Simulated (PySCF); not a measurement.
Molecule: `NC#[O+]`, [CH2NO]+.

Atom-mapped SMILES (the numbers label the heavy atoms): `[NH2:1][C:2]#[O+:3]`. Hydrogens are named by the atom that carries them.

Spin–spin couplings on one PBE0-D3(BJ)/def2-SVP geometry, PySCF, gas phase, non-relativistic, equivalent pairs averaged; isotopes ¹⁵N, ¹H, ¹³C, ¹⁷O; functional B3LYP.

Problem. How do the couplings (Hz) change with the basis set? Times are CPU seconds on shared hosts with different chips, so compare them loosely. Far from the basis limit: 6-31G-J, pcJ-0, 6-31G*, def2-TZVP, cc-pVTZ.

Solution. 
```
    basis set  functions  ¹J(N1,H(N1))  ¹J(N1,C2)  ¹J(C2,O3)  ²J(H(N1),H(N1))  ²J(C2,H(N1))  ²J(N1,O3)  core-s
      6-31G-J         44        -120.3      -46.3       28.7            -13.7           4.6       -4.0     1.2
        pcJ-0         45         -99.6      -28.6       47.8            -11.2           3.6       -2.3     1.2
       6-31G*         46        -105.1      -45.7      -13.9            -10.9           3.9       -1.5     1.3
        pcJ-1        101        -114.8      -49.0        4.2            -10.5           5.0       -2.6       3
    def2-TZVP        105        -107.1      -47.7       12.0            -10.1           4.5       -3.4     3.1
      cc-pVTZ        118         -99.4      -57.0      -22.7             -9.8           6.2       -4.2     3.5
aug-cc-pVTZ-J        178        -116.5      -46.8        8.2            -10.4           5.2       -3.0     5.7
        pcJ-2        201        -115.2      -45.9        7.1            -10.1           5.1       -2.8     6.4
```

The Fermi-contact term samples the wavefunction at the nucleus, which is why sets with added tight s functions (names with J) are made for couplings.
